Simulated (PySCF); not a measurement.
phosphine cation (H3P), SMILES P (connectivity only; charge and spin as stated), charge +1, multiplicity 2.

Coordinates come from a PBE-D3(BJ)/def2-TZVPD optimisation. The spin state was assumed, not searched.

Two levels are set side by side: PBE/def2-TZVPD (PySCF) and B3LYP/def2-TZVPD (PySCF). Same geometry, gas phase. Differences are taken from unrounded values.

```
quantity                     B3LYP
---------------------------  -----
α-spin orbital gap (eV)       8.71
β-spin orbital gap (eV)       7.33
mean polarisability (bohr³)   20.2
```

What does PBE give, and how far is it from B3LYP? (An estimate is asked for; the answer gives what the named calculation found.)


```tsv
quantity	PBE	PBE minus B3LYP
α-spin orbital gap (eV)	7.03	-1.68
β-spin orbital gap (eV)	5.45	-1.88
mean polarisability (bohr³)	20.3	0.2
```

Rough cost on one machine, each run with all the roots and properties that it gave: B3LYP against PBE within a factor of 2.
